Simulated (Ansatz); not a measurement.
How far each method lies from RCCSDTQ for HSi–NH$_{2}$, singlet

Geometry: a PBE0/def2-TZVP stationary point for this spin, not checked as a minimum.

```xyz
5

Si    0.0000   -0.0811    0.6246
N     0.0000    0.0494   -1.0775
H     0.0000    1.4343    0.8505
H     0.0000    0.9052   -1.6101
H     0.0000   -0.7657   -1.6709
```

Basis cc-pVDZ; Ansatz 0.2.0. Only valence electrons are correlated (noble-gas cores frozen), which leaves 12 electrons in 41 orbitals. R marks a restricted (for open shells ROHF) determinant. Active spaces: valence = (12e, 11o) chosen from the atoms' valence shells.

Full CI isn't at hand for all of this; RCCSDTQ serves as the reference, and is uncertain by about the last step of the cluster series.

The UHF ⟨S²⟩ is 0.000 and the T1 diagnostic (RCCSD) is 0.0175. The largest doubles amplitude (RCCSD) is 0.078.

**Question.** From what is known of these methods and the diagnostics, rank them by the size of their error in total energy against RCCSDTQ in cc-pVDZ, smallest first (an estimate: the text doesn't fix the numbers).
A. RMP2
B. RCCSD
C. BCCD(T)
D. NEVPT2 (valence space)
E. CISD

**Answer.** C (38 meV), B (259 meV), E (948 meV), A (1071 meV), D (1373 meV).

All errors are against RCCSDTQ in cc-pVDZ. Within each family the higher level lies nearer, as is usual though not guaranteed.

Natural occupations of CASSCF (valence space) about the gap: 1.984 1.980 1.976 1.974 1.968 0.032 0.024 0.023 0.022 0.020; effectively unpaired electrons, Σ n²(2−n)², 0.02.

Atomization energy (electronic, same basis, no zero-point term; atoms at the same level, unrestricted beside the R rows where the molecule is a closed shell, with restricted open-shell steps beyond CCSDT(Q)) at RCCSDTQ: 1359.8 kJ/mol. Errors of other levels:

```tsv
level	error (kJ/mol)
RHF	-387.0
RMP2	-5.3
CISD	-82.2
RCCSD	-19.2
RCCSD(T)	-2.1
BCCD(T)	-1.8
RCCSDT	-1.5
RCCSDT(Q)	0.2
CASSCF (valence space)	-69.9
NEVPT2 (valence space)	-45.9
MRCISD (valence space)	-29.5
MRCISD+Q (valence space)	-14.8
```

This basis is far from its limit, so the value isn't to be set against a measured one. Truncated CI isn't size-consistent, which counts against it in atomization.
